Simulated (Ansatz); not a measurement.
## Rock-salt LiF: LA phonon frequency at L by level of theory

No measured value is used here.

| level (code) | value (cm⁻¹) | cell (Å³/atom) |
|---|---|---|
| LDA (Ansatz) | 398 | 7.47 |
| PBE (Ansatz) | 371 | 8.42 |
| r²SCAN (Ansatz) | 391 | 7.94 |
| HSE06 (Ansatz) | 389 | 8.06 |
| PBE0 (Ansatz) | 390 | 8.05 |

Each level is taken at its own relaxed cell. Cutoffs differ between the levels. Ansatz's density-functional and Hartree–Fock values are scalar-relativistic unless marked +SOC, with PAW data made under PBE.

Ansatz is a quantum-chemistry and plane-wave program.
